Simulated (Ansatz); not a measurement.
A made-up structure of AlBH₃Cl, closed shell:

```
6
angstrom
Al 0.6903 -0.3407 0.7573
B -0.7749 0.4364 -0.5782
Cl 2.2856 -1.6430 -0.0981
H -1.7375 -0.1531 -0.7984
H -0.6059 1.4399 -1.1137
H 0.8122 -0.1310 2.2578
```

It is relaxed with PBE-D4/def2-SVP and then PBE0-D4/def2-TZVP (Ansatz 0.2.0). Atoms count as bonded within 1.22 times the sum of their covalent radii (H–H: 0.88 Å). The end point is not checked to be a true minimum.

(1) Does its bonding change? (Judge from chemistry; the calculation decides.)

Results:

(1) By the calculation: No: no bond forms or breaks.

Where it ends: The first stage lowers the energy by 0.23 eV in 4 steps. It ends as AlBH₃Cl ([BH2][AlH][Cl]):
| atom | x (Å) | y (Å) | z (Å) |
| --- | --- | --- | --- |
| Al1 | 0.7206 | -0.3630 | 0.7535 |
| B2 | -0.7348 | 0.4091 | -0.5715 |
| Cl3 | 2.2031 | -1.5878 | -0.1154 |
| H4 | -1.7531 | -0.1730 | -0.8172 |
| H5 | -0.5963 | 1.4554 | -1.1391 |
| H6 | 0.8302 | -0.1320 | 2.3164 |

Labels in which every atom is bracketed show which atoms are joined, not bond orders.

For scale, one of the runs: PBE0-D4/def2-TZVP relaxation, 123 basis functions, launched by `ansatz run in.yaml --threads 2 --pin off --events-out ev --progress --plain --max-ram 4352MiB`. Hardware: 2 CPU threads of an Arm Neoverse V1, shared host. Wall time about 9.5 s.
